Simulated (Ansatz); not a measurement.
# H2CO (formaldehyde), step by step

Wanted: a series of 8 runs (PBE/splines, PBE/cc-pVDZ, PBE/cc-pVTZ, PBE/cc-pVQZ, PBE/aug-cc-pVTZ, PBE/pcseg-2, PBE/def2-TZVPP, PBE/6-31G*) of H2CO (formaldehyde). 

The calculation is run with Ansatz 0.2.0.

5 further runs of the same task are left out: 5 for a known fault of the program.

### 1 The molecule

The species is H2CO (4 atoms), meant as a singlet with charge 0. As SMILES, `C=O`. Geometry: relaxed at PBE0-D4/def2-TZVP.

Bond lengths: C1–O2 1.195 Å, C1–H3 1.109 Å, C1–H4 1.109 Å. Angles: O2–C1–H3 122.0°, O2–C1–H4 122.0°, H3–C1–H4 116.0°.

### 2 Energy and gradient at PBE/splines (run 1)

molecule.yaml reads:

```yaml
crystal:
  periodic: [false, false, false]
  atoms:
    - symbol: C
      position_ang: [-0.002800, -0.002200, -0.003300]
    - symbol: O
      position_ang: [0.692000, 0.544400, 0.801300]
    - symbol: H
      position_ang: [-0.544800, 0.559700, -0.790500]
    - symbol: H
      position_ang: [-0.144300, -1.101900, -0.007500]
basis:
  splines: {}
accuracy: medium
hamiltonian:
  xc: {name: PBE}
output:
  forces: true
```

Started as:

```sh
ansatz run molecule.yaml --threads 1 --pin off --max-ram 2610MiB --events-out events.jsonl --progress --plain --runs-dir runs
```

What it wrote:

```text
Warning: RAYON_NUM_THREADS=1 ignored (pool sized by the plan → 1); use --threads N
Functional definition: PBE
  name "PBE"
[...]
pass 1: residual 6.27e0 eV of the charge, 0.00e0 eV of the magnetisation, 4.76e0 eV on the atoms, levels' error 1.86e-2 eV, gap 4.69e0 eV (known to 5.96e-1 eV), Harris-Foulkes energy -3115.942689 eV (of the first pass), Kohn-Sham energy not asked for
pass 2: residual 1.39e0 eV of the charge, 0.00e0 eV of the magnetisation, 1.19e0 eV on the atoms, levels' error 1.58e-2 eV, gap 3.63e0 eV (known to 3.25e-1 eV), Harris-Foulkes energy -3114.164589 eV (stepped by 1.78e0 eV), Kohn-Sham energy not asked for
pass 3: residual 3.23e-1 eV of the charge, 0.00e0 eV of the magnetisation, 1.57e-1 eV on the atoms, levels' error 4.14e-3 eV, gap 3.99e0 eV (known to 1.51e-1 eV), Harris-Foulkes energy -3113.871607 eV (stepped by 2.93e-1 eV), Kohn-Sham energy not asked for
pass 4: residual 4.07e-2 eV of the charge, 0.00e0 eV of the magnetisation, 3.48e-2 eV on the atoms, levels' error 3.53e-4 eV, gap 3.70e0 eV (known to 5.25e-2 eV), Harris-Foulkes energy -3113.781771 eV (stepped by 8.98e-2 eV), Kohn-Sham energy not asked for
pass 5: residual 7.81e-4 eV of the charge, 0.00e0 eV of the magnetisation, 8.20e-4 eV on the atoms, levels' error 1.98e-4 eV, gap 3.63e0 eV (known to 1.54e-2 eV), Harris-Foulkes energy -3113.771036 eV (stepped by 1.07e-2 eV), Kohn-Sham energy not asked for
pass 6: residual 8.81e-5 eV of the charge, 0.00e0 eV of the magnetisation, 5.49e-5 eV on the atoms, levels' error 2.36e-6 eV, gap 3.63e0 eV (known to 1.28e-3 eV), Harris-Foulkes energy -3113.771055 eV (stepped by 1.87e-5 eV), Kohn-Sham energy not asked for
pass 7: residual 4.13e-6 eV of the charge, 0.00e0 eV of the magnetisation, 3.37e-6 eV on the atoms, levels' error 1.54e-7 eV, gap 3.63e0 eV (known to 8.25e-4 eV), Harris-Foulkes energy -3113.771037 eV (stepped by 1.81e-5 eV), Kohn-Sham energy not asked for
pass 8: residual 3.46e-7 eV of the charge, 0.00e0 eV of the magnetisation, 2.22e-7 eV on the atoms, levels' error 2.07e-8 eV, gap 3.63e0 eV (known to 9.13e-5 eV), Harris-Foulkes energy -3113.771038 eV (stepped by 1.06e-6 eV), Kohn-Sham energy not asked for
pass 9: residual 1.22e-8 eV of the charge, 0.00e0 eV of the magnetisation, 4.55e-9 eV on the atoms, levels' error 1.10e-9 eV, gap 3.63e0 eV (known to 8.28e-6 eV), Harris-Foulkes energy -3113.771038 eV (stepped by 5.78e-8 eV), Kohn-Sham energy not asked for
pass 10: residual 2.75e-9 eV of the charge, 0.00e0 eV of the magnetisation, 7.77e-10 eV on the atoms, levels' error 1.36e-11 eV, gap 3.63e0 eV (known to 1.31e-6 eV), Harris-Foulkes energy -3113.771038 eV (stepped by 3.56e-9 eV), Kohn-Sham less Harris-Foulkes energy -1.27e-9 eV
Total energy: -3113.771038 eV
Atom 0 at    -0.002800    -0.002200    -0.003300 Å, force    -0.433103    -0.342807    -0.500424 eV/Å
Atom 1 at     0.692000     0.544400     0.801300 Å, force     0.633689     0.498496     0.733566 eV/Å
Atom 2 at    -0.544800     0.559700    -0.790500 Å, force    -0.150985     0.130346    -0.215176 eV/Å
Atom 3 at    -0.144300    -1.101900    -0.007500 Å, force    -0.049602    -0.286035    -0.017967 eV/Å
```

Run time: 30 s. Hardware: 1 thread of Intel Xeon Platinum 8259CL at 2.50GHz (Skylake/Cascade Lake), shared host; peak memory 0.85 GiB.

### 3 Energy and gradient at PBE/cc-pVDZ (run 2)

run.yaml reads:

```yaml
basis:
  gaussian: {orbitals: cc-pVDZ}
crystal:
  periodic: [false, false, false]
  atoms:
    - {symbol: C, position_ang: [-0.002800, -0.002200, -0.003300]}
    - {symbol: O, position_ang: [0.692000, 0.544400, 0.801300]}
    - {symbol: H, position_ang: [-0.544800, 0.559700, -0.790500]}
    - {symbol: H, position_ang: [-0.144300, -1.101900, -0.007500]}
hamiltonian: {xc: {name: PBE}}
output: {forces: true, orbitals: {seedname: orbitals}}
```

Started as:

```sh
ansatz run run.yaml --threads 1 --pin off --max-ram 2610MiB --events-out events.jsonl --progress --plain --runs-dir runs
```

What it wrote (excerpt; [...] marks lines left out):

```text
Warning: RAYON_NUM_THREADS=1 ignored (pool sized by the plan → 1); use --threads N
[... 2 set-up lines as earlier in the session ...]
[...]
431 factors; their error is unknown
[...]
mean field -3112.27093365 eV, -114.3738472388 hartree, gradient 4.9e-5 eV, S^2 0.000000; 0 other end points of the search recorded, 0 dependent functions left out
[...]
reference -3112.27095108 eV, -114.3738478794 hartree; 8, 8 occupied and 30, 30 virtual orbitals, 431 factors
Total energy: -3112.27095108 eV, -114.3738478794 hartree
Atom 0 at    -0.002800    -0.002200    -0.003300 Å, force    -0.453715    -0.359600    -0.524501 eV/Å
Atom 1 at     0.692000     0.544400     0.801300 Å, force     0.999387     0.786479     1.157093 eV/Å
Atom 2 at    -0.544800     0.559700    -0.790500 Å, force    -0.388868     0.266297    -0.542877 eV/Å
Atom 3 at    -0.144300    -1.101900    -0.007500 Å, force    -0.156804    -0.693176    -0.089714 eV/Å
Dipole moment:    -0.225843    -0.177639    -0.261533 e Å
```

It took 0.48 s on 1 thread of Intel Xeon Platinum 8259CL at 2.50GHz (Skylake/Cascade Lake), shared host.

Runs 3 to 6 aren't shown in full; the table further down has their settings and results.

### 4 Energy and forces at PBE/def2-TZVPP (run 7)

input.yaml reads:

```yaml
crystal:
  periodic: [false, false, false]
  atoms:
    - symbol: C
      position_ang: [-0.002800, -0.002200, -0.003300]
    - symbol: O
      position_ang: [0.692000, 0.544400, 0.801300]
    - symbol: H
      position_ang: [-0.544800, 0.559700, -0.790500]
    - symbol: H
      position_ang: [-0.144300, -1.101900, -0.007500]
basis:
  gaussian: {orbitals: def2-TZVPP}
hamiltonian: {xc: {name: PBE}}
output: {forces: true, orbitals: {seedname: orbitals}}
total_charge: 0
```

Started as:

```sh
ansatz run input.yaml --threads 1 --pin off --max-ram 2610MiB --events-out events.jsonl --progress --plain --runs-dir runs
```

What it wrote (excerpt; [...] marks lines left out):

```text
Warning: RAYON_NUM_THREADS=1 ignored (pool sized by the plan → 1); use --threads N
[... 2 set-up lines as earlier in the session ...]
[...]
449 factors; their error is unknown
[...]
mean field -3113.51978661 eV, -114.4197417385 hartree, gradient 5.0e-6 eV, S^2 0.000000; 0 other end points of the search recorded, 0 dependent functions left out
[...]
reference -3113.51981439 eV, -114.4197427592 hartree; 8, 8 occupied and 82, 82 virtual orbitals, 449 factors
Total energy: -3113.51981439 eV, -114.4197427592 hartree
Atom 0 at    -0.002800    -0.002200    -0.003300 Å, force    -0.444264    -0.351992    -0.513554 eV/Å
Atom 1 at     0.692000     0.544400     0.801300 Å, force     0.667429     0.525313     0.772684 eV/Å
Atom 2 at    -0.544800     0.559700    -0.790500 Å, force    -0.164330     0.130666    -0.232445 eV/Å
Atom 3 at    -0.144300    -1.101900    -0.007500 Å, force    -0.058835    -0.303987    -0.026685 eV/Å
Dipole moment:    -0.256618    -0.201853    -0.297168 e Å
```

It took 0.97 s on 1 thread of Intel Xeon Platinum 8259CL at 2.50GHz (Skylake/Cascade Lake), shared host; peak memory 0.12 GiB.

### 5 Energy and forces at PBE/6-31G(d) (Cartesian functions) (run 8)

run.yaml, as its differences from that of step 3:

```diff
@@ -1,3 +1 @@
-basis:
-  gaussian: {orbitals: cc-pVDZ}
 crystal:
@@ -9,2 +7,4 @@
     - {symbol: H, position_ang: [-0.144300, -1.101900, -0.007500]}
+basis:
+  gaussian: {orbitals: "6-31G*"}
 hamiltonian: {xc: {name: PBE}}
```

Started as:

```sh
ansatz run run.yaml --threads 1 --pin off --max-ram 2610MiB --events-out events.jsonl --progress --plain --runs-dir runs
```

What it wrote (excerpt; [...] marks lines left out):

```text
Warning: RAYON_NUM_THREADS=1 ignored (pool sized by the plan → 1); use --threads N
[... 2 set-up lines as earlier in the session ...]
[...]
390 factors; their error is unknown
[...]
mean field -3112.06811062 eV, -114.3663936297 hartree, gradient 4.2e-5 eV, S^2 0.000000; 0 other end points of the search recorded, 0 dependent functions left out
[...]
reference -3112.06812413 eV, -114.3663941262 hartree; 8, 8 occupied and 26, 26 virtual orbitals, 390 factors
Total energy: -3112.06812413 eV, -114.3663941262 hartree
Atom 0 at    -0.002800    -0.002200    -0.003300 Å, force    -0.703569    -0.556119    -0.813823 eV/Å
Atom 1 at     0.692000     0.544400     0.801300 Å, force     1.093717     0.860701     1.266327 eV/Å
Atom 2 at    -0.544800     0.559700    -0.790500 Å, force    -0.264443     0.133934    -0.361618 eV/Å
Atom 3 at    -0.144300    -1.101900    -0.007500 Å, force    -0.125705    -0.438515    -0.090886 eV/Å
Dipole moment:    -0.237845    -0.187082    -0.275431 e Å
```

It took 0.44 s on 1 thread of Intel Xeon Platinum 8259CL at 2.50GHz (Skylake/Cascade Lake), shared host.

### 6 Overview of the runs

| run | level | Cartesian functions | energy (Eh) | HOMO energy (eV) | LUMO energy (eV) | HOMO–LUMO gap (eV) | wall time |
| --- | --- | --- | --- | --- | --- | --- | --- |
| 1 | PBE/splines | – | -114.428975 | -6.25 | -2.62 | 3.63 | 30 s |
| 2 | PBE/cc-pVDZ | no | -114.373848 | -5.80 | -2.12 | 3.68 | 0.48 s |
| 3 | PBE/cc-pVTZ | no | -114.413814 | -6.11 | -2.42 | 3.69 | 0.95 s |
| 4 | PBE/cc-pVQZ | no | -114.424448 | -6.20 | -2.53 | 3.67 | 1.9 s |
| 5 | PBE/aug-cc-pVTZ | no | -114.416761 | -6.25 | -2.61 | 3.63 | 1.9 s |
| 6 | PBE/pcseg-2 | no | -114.419866 | -6.22 | -2.57 | 3.66 | 0.95 s |
| 7 | PBE/def2-TZVPP | no | -114.419743 | -6.18 | -2.52 | 3.67 | 0.97 s |
| 8 | PBE/6-31G* (Cartesian functions) | yes | -114.366394 | -5.84 | -2.06 | 3.78 | 0.44 s |

### 7 Results

```
                                   quantity          value
            run 8, PBE/6-31G*: total energy  -114.36639 Eh
           run 8, PBE/6-31G*: dipole moment         1.97 D
             run 8, PBE/6-31G*: HOMO energy       -5.84 eV
             run 8, PBE/6-31G*: LUMO energy       -2.06 eV
           run 8, PBE/6-31G*: HOMO–LUMO gap        3.78 eV
run 8, PBE/6-31G*: largest force on an atom     1.882 eV/Å
```

What this shows: Over runs 2, 3, 4, 5, 6, 7, 8 the dipole moment (its size) runs from 1.87 D (PBE/cc-pVDZ) to 2.19 D (PBE/pcseg-2). The HOMO–LUMO gap runs from 3.63 eV (PBE/splines) to 3.78 eV (PBE/6-31G*). All runs together took 38 s, the longest 30 s.
